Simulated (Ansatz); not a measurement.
input.yaml (Ansatz)

```yaml
crystal:
  lattice:
    - [-2.5756126701, 2.5756126701, 2.5756126701]
    - [2.5756126701, -2.5756126701, 2.5756126701]
    - [2.5756126701, 2.5756126701, -2.5756126701]
  atoms:
    - { symbol: Ba, position: [0.0, 0.0, 0.0] }
hamiltonian:
  xc: rpbe
  pseudopotentials:
    kind: paw_fr
    azcp:
      Ba: "pseudopotentials/Ba.paw.azcp"
basis:
  ecutwfc: 420
  fft_grid_basis: typed
kpoints:
  mp_grid: { grid: [9, 9, 9], shift: [0, 0, 0] }
magnetization:
  noncollinear: true
  spin_orbit: true
scf:
  occupations: { method: fermi_dirac, width: 0.1 }
```

Terminal output

```
Engine: ansatz 0.2.0, x86_64-unknown-linux-gnu
Pseudopotentials: kind: paw_fr
Pseudopotential: Ba, paw_fr, valence charge 10, recommended cutoff 420 eV (normal) 
Functional definition: RPBE
  parameter kappa = 0.804
  parameter beta = 0.06672455060314922
  exchange = rpbe_x(kappa = kappa, mu = beta*pi^2/3)
  correlation = pbe_c(beta = beta)
non-collinear run that drives no moment, with spin-orbit: no starting moment large enough to seed its density (crystal.atoms[].spin), no starting occupations that ask for one, no magnetisation constraint and no magnetic field, so the semilocal B_xc is pinned to zero
Crystal: 1 atoms, lattice volume = 68.344 Å³
Basis set: ecut = 420 eV, 1409 PW (Γ)
Bands: 18, of which v1, the nominal top of the filled ones, is band 10 counted from 1 (9 counted from 0)
Symmetry: 48 space group operations + 48 with time reversal
Magnetic group: BNS 229.141 (UNI 1643), of the structure as read, at distance tolerance 4.1e-5 Å
k-points: 35 of 729
Projection manifold: j_resolved (fully-relativistic pseudo-atomic orbitals)
Non-local potential: Ba, projectors of the file, l = 0: 3, l = 1: 4, l = 2: 4, l = 3: 4
PAW form: soft (Blöchl's): semilocal exchange-correlation on the pseudo side does not see the compensation charge
PAW frozen core: Ba, regenerated for the run's functional, and the local potential with it (the file was generated under x = pbe(κ = 0.804, μ = 0.2195149727645171), c = pbe(β = 0.06672455060314922))
PAW one-centre angular grid: Ba, 194 points (default); XC on 64 Gauss nodes
Initial density: superposition of atomic densities (chi_scale 0.1, normalization cell)
Initial wavefunctions: pseudopotential atomic-orbital guess
Functional: x = rpbe, c = pbe(β = 0.06672455060314922)
SCF iter   1: F=—  HF=-5963.957360 eV  |F-HF|=—  |Δ(HF+E_count)|=         —  Δρ=5.21e-3  dr2=1.28e-2  dr2_m=0.00e0 (ungated)  ethr=3.10e-3  |M|=0.00e0 ∫|m|=0.00e0 μB  |m|>n=0.0e0 m-floor=0.0e0 τ_xc=0.0e0  β_m=0.30  ⟨swp⟩=7.9  Hψ=2171  notcnv=0
spin=Noncollinear: Kerker preconditioning applied to the charge; magnetization (m_x, m_y, m_z) channels mix plain (no charge-response kernel on spin).
SCF iter   2: F=—  HF=-5963.961859 eV  |F-HF|=—  |Δ(HF+E_count)|=   4.50e-3  Δρ=4.00e-3  dr2=8.12e-3  dr2_m=0.00e0 (ungated)  ethr=1.28e-4  |M|=0.00e0 ∫|m|=0.00e0 μB  |m|>n=0.0e0 m-floor=0.0e0 τ_xc=0.0e0  β_m=0.61  ⟨swp⟩=1.1  Hψ=458  notcnv=0
SCF iter   3: F=—  HF=-5963.969669 eV  |F-HF|=—  |Δ(HF+E_count)|=   7.81e-3  Δρ=6.40e-4  dr2=4.04e-4  dr2_m=0.00e0 (ungated)  ethr=8.12e-5  |M|=0.00e0 ∫|m|=0.00e0 μB  |m|>n=0.0e0 m-floor=0.0e0 τ_xc=0.0e0  β_m=0.82  ⟨swp⟩=3.0  Hψ=579  notcnv=0
SCF iter   4: F=—  HF=-5963.970072 eV  |F-HF|=—  |Δ(HF+E_count)|=   4.03e-4  Δρ=1.67e-4  dr2=2.66e-5  dr2_m=0.00e0 (ungated)  ethr=4.04e-6  |M|=0.00e0 ∫|m|=0.00e0 μB  |m|>n=0.0e0 m-floor=0.0e0 τ_xc=0.0e0  β_m=0.83  ⟨swp⟩=2.7  Hψ=482  notcnv=0
SCF iter   5: F=—  HF=-5963.970095 eV  |F-HF|=—  |Δ(HF+E_count)|=   2.31e-5  Δρ=6.57e-5  dr2=3.62e-6  dr2_m=0.00e0 (ungated)  ethr=2.66e-7  |M|=0.00e0 ∫|m|=0.00e0 μB  |m|>n=0.0e0 m-floor=0.0e0 τ_xc=0.0e0  β_m=0.92  ⟨swp⟩=2.2  Hψ=390  notcnv=0
SCF iter   6: F=—  HF=-5963.970096 eV  |F-HF|=—  |Δ(HF+E_count)|=   1.03e-6  Δρ=1.13e-5  dr2=1.81e-7  dr2_m=0.00e0 (ungated)  ethr=3.62e-8  |M|=0.00e0 ∫|m|=0.00e0 μB  |m|>n=0.0e0 m-floor=0.0e0 τ_xc=0.0e0  β_m=0.96  ⟨swp⟩=3.0  Hψ=555  notcnv=0
SCF iter   7: F=-5963.970096 eV  HF=-5963.970096 eV  |F-HF|=6.53e-9  |Δ(HF+E_count)|=   9.76e-9  Δρ=2.35e-6  dr2=3.80e-9  dr2_m=0.00e0 (ungated)  ethr=1.00e-9  |M|=0.00e0 ∫|m|=0.00e0 μB  |m|>n=0.0e0 m-floor=0.0e0 τ_xc=0.0e0  ⟨swp⟩=2.5  Hψ=669  notcnv=0
SCF 1 converged in 7 iterations: F = -5963.970096 eV  dr2 = 3.80e-9
SCF converged after 7 iterations
Magnetization: |M| = 0.0000 μB,  M = (+0.0000, +0.0000, +0.0000) μB
Absolute magnetization: 0.0000 μB (∫|m|)
  site 0: m = (+0.0000, +0.0000, +0.0000) μB, |m| = 0.0000 μB  (R = 1.84 Å)
Free energy (F): -5963.970096 eV
Harris-Foulkes:  -5963.970096 eV  (|F-HF|=6.53e-9)
Internal energy: -5963.922583 eV  (E = F + TS)
E sigma→0 (E₀):  -5963.946339 eV
Entropy (-TS):   -0.047513 eV (-47.513 meV/atom)
Fermi energy:    5.369126 eV
--- Per-component energies (eV) ---
  E_band       = -91.455724
  E_kinetic    = 166.179952
  E_local      = -397.569890  (includes V_loc(G=0)·N_el)
  E_nonlocal   = 56.295225
  E_hartree    = 126.048135
  E_xc         = -166.719987
  E_vxc        = -133.140994  (∫ρ·V_xc dr)
  E_paw        = -5239.453784  (= ΣΔE_a)
  E_vpaw       = -35.316658  (= ΣTr[D̂ρ^β])
  E_aug_tail   = -0.000002  (compensation charges beyond the density's cutoff)
  E_ewald      = -508.652486
  E_core_change = -0.049745  (= ΣΔE_core)
  E_smearing   = -0.047513  (= −TS)
  E_closure    = 0.000000  (closes the sum)
  Σ components = -5963.970096   (vs F -5963.970096, Δ=0.00e0)
```
